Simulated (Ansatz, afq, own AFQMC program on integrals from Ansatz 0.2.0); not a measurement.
## CH₂, triplet in def2-TZVP, levels against CCSDT(Q)

```xyz
3

C    -0.1007   -0.4768    0.0630
H    -1.1432   -0.3547    0.3555
H     0.5568   -1.3360   -0.0671
```

Basis def2-TZVP. Only valence electrons are correlated. Ansatz 0.2.0 and our own AFQMC program on the same integrals; the CISD trial comes from CCSD amplitudes, and released means the phaseless constraint is let go. Error bars are statistical, one sigma.

Determinant: UHF, the one that the program's search chose, which needn't be the lowest solution. The geometry is a PBE0/def2-SVP stationary point of this or a neighbouring charge and spin state.

No full CI on the walks' own integrals is used here; CCSDT(Q) serves as the reference and is uncertain by about the last step of the cluster series.

```
T1 diagnostic                               : 0.0116
weight of the determinant in the CISD state : 0.947
⟨S²⟩ of the determinant                     : 2.017
size of the correlated space                : 6 electrons in 42 orbitals
```

Reference: CCSDT(Q), correlation energy -3.704 eV. The released energy is read at 2.40 1/Eh (meV from the phaseless value at times in 1/Eh: -1.2 ± 1.1 at 0.24, -1.0 ± 0.9 at 0.51, -2.0 ± 0.7 at 0.99, -3.0 ± 0.9 at 1.62, -2.2 ± 0.9 at 2.40).

```json
{"level": "HF", "E − E(reference) (kcal/mol)": "85.41", "share of correlation (%)": "0.00"}
{"level": "MP2", "E − E(reference) (kcal/mol)": "14.84", "share of correlation (%)": "82.63"}
{"level": "CCSD", "E − E(reference) (kcal/mol)": "2.34", "share of correlation (%)": "97.25"}
{"level": "CCSD(T)", "E − E(reference) (kcal/mol)": "0.36", "share of correlation (%)": "99.58"}
{"level": "CCSDT", "E − E(reference) (kcal/mol)": "0.04", "share of correlation (%)": "99.95"}
{"level": "ph-AFQMC/CISD", "E − E(reference) (kcal/mol)": "0.05 ± 0.03", "share of correlation (%)": "99.94"}
{"level": "released AFQMC", "E − E(reference) (kcal/mol)": "0.00 ± 0.02", "share of correlation (%)": "100.00"}
```

A walk keeps the symmetry of its determinant, which the program's search chose and which needn't be the lowest solution, so a lower state of the same spin and another symmetry isn't excluded. Released energies are given only where the last usable release times agree within the noise; a slower fall can still hide under it.
